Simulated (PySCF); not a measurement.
Stepwise substitution at one centre (Si F-Cl). All species are isolated molecules in the gas phase. Strings in code marks are SMILES.

The dipole moment from two functionals at the same geometries (PBE0-D3(BJ)/def2-TZVP), both in PySCF: PBE-D3(BJ)/def2-TZVP and ωB97X-D3(BJ)/def2-TZVP. 

```tsv
species	PBE-D3(BJ)/def2-TZVP (D)	ωB97X-D3(BJ)/def2-TZVP (D)
0 of 4 F replaced by Cl (`F[Si](F)(F)F`)	0.00	0.00
2 of 4 F replaced by Cl	0.64	0.64
3 of 4 F replaced by Cl (`F[Si](Cl)(Cl)Cl`)	0.51	0.52
4 of 4 F replaced by Cl (`Cl[Si](Cl)(Cl)Cl`)	0.00	0.00
```

Over these rows, drawn at random from the members with no instability flagged (it was tested for open shells, ions and some series alone), PBE minus ωB97X-D3(BJ): mean 0.00 D, from -0.01 D to 0.00 D.
